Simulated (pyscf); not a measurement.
7 small inorganic steps of one kind (four-centre exchange, closed-shell): barrier in kcal/mol, from the separated reactants or the lowest minimum found. Single points on ωB97X-D3(BJ)/def2-SVP structures (PySCF, gas phase). Functionals in def2-TZVP; the last column is ωB97M-D3(BJ)/def2-TZVP. Rows were drawn at random from the steps of this kind and element class whose saddle was verified and whose references are stable.

```json
[
 {"step": "H₂As–AsH₂ + AsH₃ -> H₂As–AsH–AsH₂ + H₂", "PBE": "49.7", "r²SCAN": "54.5", "B3LYP-D3(BJ)": "54.8", "ωB97M-D3(BJ)": "62.4"},
 {"step": "HO–AsH–OH + AsH₃ → HO–As(OH)–AsH₂ + H₂", "PBE": "35.0", "r²SCAN": "38.8", "B3LYP-D3(BJ)": "42.0", "ωB97M-D3(BJ)": "48.7"},
 {"step": "HO–P(OH)–PH₂ + H₂ → HO–PH–OH + PH₃", "PBE": "…", "r²SCAN": "47.2", "B3LYP-D3(BJ)": "50.4", "ωB97M-D3(BJ)": "53.8"},
 {"step": "HP=P–PH₂ + H₂ → HP=PH + PH₃", "PBE": "39.1", "r²SCAN": "42.4", "B3LYP-D3(BJ)": "49.6", "ωB97M-D3(BJ)": "52.5"},
 {"step": "F–Sb(F)–F + HCl → F–Sb(F)–Cl + HF", "PBE": "…", "r²SCAN": "7.1", "B3LYP-D3(BJ)": "9.0", "ωB97M-D3(BJ)": "11.4"},
 {"step": "SbH₃ + HS–SbH₂ → H₂Sb–S–SbH₂ + H₂", "PBE": "37.1", "r²SCAN": "40.0", "B3LYP-D3(BJ)": "41.1", "ωB97M-D3(BJ)": "47.6"},
 {"step": "HO–SbH–OH + H₂O → HO–Sb(OH)–OH + H₂", "PBE": "22.3", "r²SCAN": "23.7", "B3LYP-D3(BJ)": "26.4", "ωB97M-D3(BJ)": "28.7"}
]
```

### Question
Complete the blanks.

### Answer

- HO–P(OH)–PH₂ + H₂ → HO–PH–OH + PH₃, PBE: 42.7
- F–Sb(F)–F + HCl → F–Sb(F)–Cl + HF, PBE: 6.1

Differences from the last column (kcal/mol): PBE: mean -10.5, median -11.2, mean size 10.5, lower in 7 of 7; r²SCAN: mean -7.3, median -7.6, mean size 7.3, lower in 7 of 7; B3LYP-D3(BJ): mean -4.6, median -3.5, mean size 4.6, lower in 7 of 7. PBE is closest for row 5 (5.3 kcal/mol apart) and farthest for row 2 (13.7 kcal/mol). PBE, r²SCAN and M06-2X carry no added dispersion term. The last column is a level with limits of its own. Each barrier is that of the saddle found. Elements up to Kr have no core potential and no relativistic terms here. Elements past Kr carry the def2 core potentials, without spin-orbit coupling.
